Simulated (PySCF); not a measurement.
Estimate the missing entries of this data sheet.

Species: C5H11S (charge -1).
SMILES: `CC[C@H](C)C[S-]`

Conformer (atom-mapped SMILES and torsion angles): `[CH3:1][CH2:2][C@H:3]([CH3:4])[CH2:5][S-:6]`: C1–C2–C3–C4 -69°, C2–C3–C5–S6 -60°.

```tsv
property	level	value
point group	PBE0-D3(BJ)/def2-SVP	C1
rotational constants A, B, C	PBE0-D3(BJ)/def2-SVP	?
HOMO energy	PBE/pcSseg-1	1.60 eV
LUMO energy	PBE/pcSseg-1	4.07 eV
13C chemical shifts (computed TMS as zero) by class	GIAO PBE/pcSseg-1	?
1H chemical shifts (computed TMS as zero) by class	GIAO PBE/pcSseg-1	?
isotropic shieldings of nuclei other than C and H, by class	GIAO PBE/pcSseg-1	?
```

The electronic properties come from PySCF, for the isolated species, density fitting. Isolated species at its PBE0-D3(BJ)/def2-SVP geometry (one conformer only). The geometry's basis has no diffuse functions, a weakness for an anion. NMR classes are plain means over equivalent atoms (diastereotopic ones count apart unless rotation or inversion swaps them), as if these changed places fast; in this geometry the members of some classes differ. The HOMO energy is positive, so at this level the finite basis confines the outermost electrons. No diffuse functions stand in pcSseg-1, which bears on an anion's orbital energies.

Problem. What are the isotropic shieldings of nuclei other than C and H, by class?

Solution. 613 (1 S) ppm.

Problem. The rotational constants A, B, C?

Solution. 4.069, 1.645, 1.251 GHz.

Problem. Give the 1H chemical shifts (computed TMS as zero) by class.

Solution. 4.79 (1 H), 3.21 (1 H), 2.35 (1 H), 0.72 (3 H), 0.68 (3 H), 0.41 (1 H), -0.47 (1 H) ppm.

Problem. The 13C chemical shifts (computed TMS as zero) by class?

Solution. 54.4 (1 C), 51.9 (1 C), 31.8 (1 C), 22.1 (1 C), 16.9 (1 C) ppm.

The rotational constants make it an asymmetric top with κ = (2B − A − C)/(A − C) = -0.72, nearer the prolate limit (−1). With B = h/(8π²I), that is 505.379 GHz u Å² over I, the principal moments of inertia are 124.2, 307.3 and 404.0 u Å² (most abundant isotopes).

For the NMR shielding job (PBE/pcSseg-1), time: 29 s. Hardware: one thread, Arm Neoverse V1 (shared host).
